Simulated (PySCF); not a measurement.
**Question.** Give a PBE0-D3(BJ)/def2-SVP geometry of `C1(CC1)N=C`.

**Answer.** 
```
atom  x, y, z in Å
C1     2.079   -0.678    0.401
N2     0.834   -0.828    0.233
C3     0.027    0.309    0.026
C4    -1.371    0.259    0.586
C5    -1.161    0.140   -0.885
H6     2.582    0.309    0.396
H7     2.713   -1.561    0.559
H8     0.528    1.291    0.018
H9    -1.631   -0.647    1.137
H10   -1.784    1.186    0.992
H11   -1.277   -0.847   -1.337
H12   -1.423    0.982   -1.530
```

Any rigid rotation of these coordinates is as good. Atoms count from 1 in this order. The 2 C–N bonds span 1.265 Å (C1=N2, drawn double) to 1.410 Å (N2–C3, drawn single), a spread of 0.145 Å. Of the pairs four or more bonds apart, H6···H8 is among the closest relative to their van der Waals radii: 2.31 Å, 96 % of the sum of Bondi's values. The 3-membered ring C3–C4–C5 has internal angles of 59.3° to 60.4°.

Bonds between heavy atoms (Å): C1=N2 1.265, N2–C3 1.410, C3–C4 1.506, C4–C5 1.490, C3–C5 1.507.

Theory: PBE0-D3(BJ)/def2-SVP geometry optimisation, gas phase (PySCF).

Point group: Cs (every atom within 0.08 Å of its image). No frequency check. One conformer, not necessarily the lowest (C1–N2–C3–C4 -146°).
